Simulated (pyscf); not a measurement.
This saddle point was located with ωB97X-D3(BJ)/def2-SVP in PySCF.

```xyz
9

B      0.8482     1.2467     0.8641
Cl     1.0504    -0.2500    -0.3870
H      1.8201     1.3357     1.5706
H      0.4730     2.2073     0.2328
Si    -1.1327    -0.0221     0.4175
H     -0.0500     0.7807     1.6159
H     -1.6101    -0.4172    -0.9387
H     -1.1795    -1.1643     1.3588
H     -2.0599     1.0762     0.8118
```

Surface: singlet, charge 0. Lowest wavenumbers (cm⁻¹): 329i, 186, 289, 429, 537.

Name the species on either side of this saddle.

H₂B–Cl + SiH₄ <-> BH₃ + H₃Si–Cl, a four-centre exchange read from left to right: B–Cl, H–Si broken and B–H, Cl–Si formed. At CCSD(T)/def2-TZVPP + ΔMP2(QZVPP) it lies +55.8 kJ/mol from the left side and +43.6 kJ/mol from the right (each side as separated species at their lowest minima found). On the product side the descent ends in a complex, 26.9 kJ/mol under the separated species and 60.4 kJ/mol under the saddle at ωB97X-D3(BJ)/def2-TZVP. At ωB97X-D3(BJ) the barrier from the zero used here is 39.2 kJ/mol. This is the saddle that the search found; another between the same sides may lie lower. The CCSD(T) − MP2 part came from Ansatz, without density fitting, on the same reference.
